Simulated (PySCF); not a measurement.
Cartesian coordinates (Å):
SMILES: [CH3]
```xyz
4

C      0.0000     0.0000    -0.0003
H      1.0618    -0.2341    -0.0036
H     -0.7336    -0.8025    -0.0004
H     -0.3282     1.0365     0.0043
```
Charge 0, spin multiplicity 2.

**Question.** Estimate the highest occupied spin orbital, dipole moment and total energy that PBE-D3(BJ)/def2-TZVP (PySCF) returns for this input.

**Answer.** 
| Property | Value |
|---|---|
| highest occupied spin orbital | -5.38 eV |
| dipole moment | 0.00 D |
| total energy | -39.7890 Ha |
